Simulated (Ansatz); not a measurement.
A made-up structure of SiH₂SO, singlet:

```xyz
5
angstrom
O 0.0036 -0.2928 1.3401
Si -0.1533 0.1774 -0.2396
S 1.2808 -1.1422 0.4292
H -1.3387 -0.3149 -0.9690
H 0.2626 -0.8685 2.0766
```

It is relaxed with PBE-D4/def2-SVP and then PBE0-D4/def2-TZVP (Ansatz 0.2.0). Atoms count as bonded within 1.22 times the sum of their covalent radii (H–H: 0.88 Å). The end point is not checked to be a true minimum.

Problem. Does its bonding change? (Judge from chemistry; the calculation decides.)

Solution. By the calculation: No: no bond forms or breaks.

Where it ends: The first stage lowers the energy by 2.04 eV in 9 steps. It ends as SiH₂SO ([OH]1[SiH][S]1):
O1  (0.343, -0.266, 1.427)
Si2  (-0.090, 0.417, -0.359)
S3  (1.389, -1.116, 0.286)
H4  (-1.254, -0.579, -0.429)
H5  (-0.332, -0.898, 1.713)
(Å)

Labels in which every atom is bracketed show which atoms are joined, not bond orders.

For scale, one of the runs: PBE0-D4/def2-TZVP relaxation, 117 basis functions, launched by `ansatz run in.yaml --threads 2 --pin off --events-out ev --progress --plain --max-ram 4352MiB`. Hardware: 2 CPU threads of an Arm Neoverse V2, shared host. Wall time about 15 s.
